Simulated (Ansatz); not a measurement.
A nudged elastic band was laid between two geometries of BClH3S (6 atoms, charge 1, multiplicity 1).

Method: Ansatz 0.2.0, RKS PBE0-D4/def2-SVP.

- movable images: 5
- climbing image: yes
- spring: 5.0 eV/Å²
- optimiser: quadratic models (default)
- start path: through a guess of the saddle point
- force threshold: 0.05 eV/Å
- iteration limit: 60
- end points: relaxed

Image 0:

```xyz
6
Properties=species:S:1:pos:R:3
S -0.903 0.133 -0.665
B 0.452 -0.547 0.534
Cl 1.950 -0.947 -0.122
H -1.399 1.141 0.101
H -0.164 0.908 -1.503
H 0.064 -0.687 1.656
```

Image 6:

```xyz
6
Properties=species:S:1:pos:R:3
S -0.400 1.012 -0.304
B 0.505 -0.455 0.571
Cl 1.854 -1.114 -0.190
H -1.690 0.632 -0.108
H -0.314 0.648 -1.611
H 0.045 -0.723 1.642
```

(1) Which bonds break or form, and what moves?

(2) Give the energies along the band, and the barrier.

(3) What is the geometry of the highest image?

## Answers

(1) No bond is made or broken. The height of S1 over the plane of its neighbours goes from 0.71 to -0.71 Å. The two ends are copies of one structure, up to a mirror image or an exchange of like atoms.

(2) The forces met the threshold. The highest image is number 3 of 0 to 6, 0.51 eV above the ends, which have the same energy within 2 meV. The profile has 3 maxima (images 1, 3, 5) with wells between them (images 2, 4): this band takes more than one step, which may be the mechanism or a detour left from its start path. A vibrational analysis at the climbing image gives one clearly imaginary mode, 582i cm⁻¹: a first-order saddle point. Limits of this set-up: the dipole of an ion depends on the origin.

```
image  path coordinate (Å)  energy (eV)  height of S1 over the plane of its neighbours (Å)
    0                 0.00         0.00                                               0.71
    1                 1.36         0.10                                               0.78
    2                 2.71         0.10                                               0.78
    3                 4.07         0.51                                               0.00
    4                 5.39         0.08                                              -0.77
    5                 6.71         0.14                                              -0.77
    6                 8.03         0.00                                              -0.71
```

(3) 
```xyz
6
Properties=species:S:1:pos:R:3
S -0.539 0.492 -0.488
B 0.641 -0.455 0.607
Cl 0.743 -2.120 0.384
H -1.330 -0.030 -1.453
H -0.715 1.829 -0.412
H 1.200 0.284 1.363
```

Run time: 9.9 min on 1 thread of Intel(R) Xeon(R) Processor @ 2.50GHz (Skylake/Cascade Lake), with other jobs on the host, peak memory 0.13 GiB.
